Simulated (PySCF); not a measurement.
# How the method moves the HOMO and LUMO of `C[C@@H]1S[C@@H]1F`

C3H5FS.
Geometry (PBE0-D3(BJ)/def2-SVP, Å), atoms numbered from 1 in this order:
```
atom  x, y, z in Å
C1     1.2145   -0.0276    0.2326
C2    -0.0295    0.3156   -0.5369
S3    -1.1382    1.6223    0.1111
C4    -1.3398   -0.1560   -0.0493
F5    -1.3559   -0.8997    1.0761
H6     1.5846   -1.0192   -0.0762
H7     1.0113   -0.0511    1.3109
H8     2.0081    0.7078    0.0397
H9     0.0893    0.3532   -1.6271
H10   -2.1056   -0.4985   -0.7552
```

Basis pcSseg-2 throughout (PySCF), one geometry. Isolated species at its PBE0-D3(BJ)/def2-SVP geometry, gas phase.

How do the orbital energies, the gap and the dipole change with the method?

```tsv
method	kind	HOMO (eV)	LUMO (eV)	gap (eV)	μ (D)	SCF cycles
BLYP	GGA	-5.63	-1.00	4.64	2.01	16
B97-D	GGA	-5.75	-1.00	4.75	2.04	15
OPBE	GGA	-5.78	-0.99	4.79	2.01	16
PBE	GGA	-5.79	-1.09	4.69	2.02	16
KT2	GGA	-5.86	-1.09	4.77	2.06	16
BP86	GGA	-5.87	-1.15	4.72	2.04	15
KT3	GGA	-5.88	-1.11	4.77	2.02	16
LDA	LDA	-5.91	-1.27	4.64	2.06	14
B97-2	global hybrid	-6.77	-0.16	6.61	2.11	13
B3LYP	global hybrid	-6.79	-0.38	6.40	2.10	14
PBE0	global hybrid	-7.02	-0.11	6.91	2.12	13
mPW1PW91	global hybrid	-7.04	-0.13	6.91	2.12	13
BHandHLYP	global hybrid	-8.14	0.85	8.98	2.20	13
CAM-B3LYP	range-separated hybrid	-8.38	0.93	9.31	2.14	13
wB97X-D	range-separated hybrid	-8.89	1.67	10.56	2.16	14
LC-wPBE	range-separated hybrid	-9.79	2.10	11.89	2.16	14
HF	Hartree–Fock	-9.88	2.54	12.42	2.36	11
```

The HOMO spans 4.24 eV, from BLYP down to HF, and the gap runs from 4.64 eV (BLYP) to 12.42 eV (HF). Over the methods BLYP (0 %), B97-D (0 %), OPBE (0 %), PBE (0 %), KT2 (0 %), BP86 (0 %), KT3 (0 %), LDA (0 %), B97-2 (21 %), B3LYP (20 %), PBE0 (25 %), mPW1PW91 (25 %), BHandHLYP (50 %), HF (100 %), a straight line through the gap against the share of exact exchange rises by 0.79 eV for each 10 % (correlation coefficient 0.998). The dipole ranges from 2.01 D (BLYP) to 2.36 D (HF). This basis has no diffuse functions.

The vertical ΔSCF ionisation energy at CAM-B3LYP/def2-SVPD is 9.39 eV; −ε(HOMO) comes closest to it with LC-wPBE (9.79 eV).
